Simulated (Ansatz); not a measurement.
CH5FNPS (`FC(S)NP`). Total charge 0; spin multiplicity 1. All single points use the PBE0-D4/def2-TZVP geometry. It is one conformer, not always the lowest.

```xyz
10

F    -0.378   -1.731   -0.405
C    -0.284   -0.373   -0.708
S    -1.868    0.183   -1.393
N     0.009    0.413    0.411
P     1.638    0.588    0.907
H     0.519   -0.287   -1.443
H    -2.061   -0.903   -2.158
H    -0.743    0.465    1.083
H     1.505    1.821    1.596
H     1.662   -0.175    2.110
```

(1) What is the dipole moment at ωB97M-V/def2-TZVPP? (An estimate is asked.)

(2) And with PBE, r2SCAN, B3LYP? (An estimate is asked.)

(3) Give the Mulliken charges with ωB97M-V, PBE, B3LYP in def2-TZVPP. (Estimate.)

## Answers

(1) Computed: 0.87 D, with components (0.15, 0.62, 0.60) D in this frame, pointing from negative to positive charge.

(2) Computed: PBE 0.88 D, r2SCAN 0.90 D, B3LYP 0.90 D.

(3) Ansatz gave: 
```csv
atom,ωB97M-V,PBE,B3LYP
F1,-0.22,-0.18,-0.23
C2,0.11,0.13,0.18
S3,-0.13,-0.17,-0.16
N4,-0.25,-0.21,-0.26
P5,0.02,0.01,0.07
H6,0.13,0.10,0.11
H7,0.11,0.11,0.10
H8,0.12,0.15,0.14
H9,0.05,0.04,0.03
H10,0.05,0.03,0.02
```

B3LYP here is the variant with VWN-RPA as its local correlation; programs differ in this.
